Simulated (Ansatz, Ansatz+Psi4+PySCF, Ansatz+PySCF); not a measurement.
```
atom   x (Å)   y (Å)    z (Å)
  Li  0.0000  0.0000  -1.1750
   F  0.0000  0.0000   0.3916
```

Basis set: cc-pCVTZ on Li; cc-pVTZ on F (spherical functions). Left uncorrelated: 1 orbital. Charge 0, multiplicity 1.

Computed with Ansatz (development build ahead of 0.2.0); each method stands on the lowest determinant of its kind that the runs found. Restricted open shells among the atoms or ions are ROHF, correlated in semicanonical orbitals with singles.

The atomization energy at this shape (free ground-state atoms in the same class of orbitals less the molecule, no zero-point energy) of singlet LiF:

```
     method  atomization energy
RHF-CCSD(T)             5.78 eV
    UHF-MP2             6.06 eV
```

What does RHF-CCSD give?

5.67 eV.
